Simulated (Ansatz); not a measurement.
Ansatz (a quantum-chemistry and plane-wave program) input:

Ansatz 0.2 input:
```yaml
crystal:
  periodic: [false, false, false]
  atoms:
    - {symbol: O, position_ang: [-1.04654174, -0.38868140, -0.00062933]}
    - {symbol: C, position_ang: [-0.01375265, 0.43909737, 0.00455308]}
    - {symbol: O, position_ang: [1.14788679, 0.22368781, -0.00139048]}
    - {symbol: H, position_ang: [-0.72824441, -1.31463559, -0.01116004]}
basis:
  gaussian:
    orbitals: aug-cc-pVDZ
magnetization: {spin_polarized: true, initial_magnetization: 1}
correlation: {method: ccsd_t, electrons: outside_noble_gas}
output: {forces: true}
```

Question: What final total energy does it print?

Answer: -188.69141 Eh (CCSD(T)/aug-cc-pVDZ). The basis has 78 functions.

It need not be the lowest isomer of its formula.
